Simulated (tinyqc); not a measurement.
FCI on RHF in the sto-6g basis, frozen core, for HF, spin multiplicity 1, step by step. One step of it, computed by the program tinyqc.

Question. FCI: roots. Diagonalise (each vector has its largest component positive (the first on a tie)); all determinants have Ms = 0, so triplets appear too. The lowest singlet root is the correlation energy.

Occupation strings over the orbitals (2 doubly, a alpha, b beta, 0 empty; spin orbitals ordered 1a 1b 2a 2b ...): 222220 22a22b 2a222b 22b22a 2b222a 222202 222022 220222 2ab222 2ba222 202222

H - E(HF) between determinants (hartree), lower triangle:
```
           222220     22a22b     2a222b     22b22a     2b222a     222202     222022     220222
222220   0.000000
22a22b   0.000000   0.754031
2a222b   0.000000  -0.015959   1.562428
22b22a   0.000000  -0.162347  -0.060244   0.754031
2b222a   0.000000  -0.060244  -0.099763  -0.015959   1.562428
222202   0.032132   0.012322   0.045207  -0.012322  -0.045207   1.424975
222022   0.032132   0.012322   0.045207  -0.012322  -0.045207   0.053789   1.424975
220222   0.162347   0.120251  -0.092588  -0.120251   0.092588   0.051520   0.051520   1.682815
2ab222  -0.060244   0.092588  -0.139319  -0.023444   0.038118   0.045207   0.045207   0.150344
2ba222   0.060244  -0.023444   0.038118   0.092588  -0.139319  -0.045207  -0.045207  -0.150344
202222   0.099763   0.038118   0.068959  -0.038118  -0.068959   0.179090   0.179090   0.158769

           2ab222     2ba222    202222
2ab222   2.442139
2ba222  -0.158769   2.442139
202222   0.100766  -0.100766  3.322181
```

Give: lowest roots of this matrix, relative to E(HF); lowest vectors; <S^2> of these roots; weight of the ground state by excitation level 0, 1, 2, ....

Answer.

lowest roots of this matrix, relative to E(HF) (hartree): -0.0232  0.5829  0.8707  1.3712  1.3870  1.4556  1.6085  1.7356

lowest vectors:
```
         root 1   root 2   root 3   root 4
222220   0.9936   0.0000  -0.0318   0.0000
22a22b   0.0104   0.7043   0.6877   0.0000
2a222b  -0.0006   0.0581  -0.0710   0.0000
22b22a  -0.0104   0.7043  -0.6877   0.0000
2b222a   0.0006   0.0581   0.0710   0.0000
222202  -0.0168   0.0000   0.0072   0.7071
222022  -0.0168   0.0000   0.0072  -0.7071
220222  -0.0979   0.0000  -0.2003   0.0000
2ab222   0.0295  -0.0252  -0.0374   0.0000
2ba222  -0.0295  -0.0252   0.0374   0.0000
202222  -0.0252   0.0000  -0.0011   0.0000
```

<S^2> of these roots: 0.0000  2.0000  0.0000  0.0000  0.0000  2.0000  0.0000  0.0000

weight of the ground state by excitation level 0, 1, 2, ...: 0.9873  0.0002  0.0125
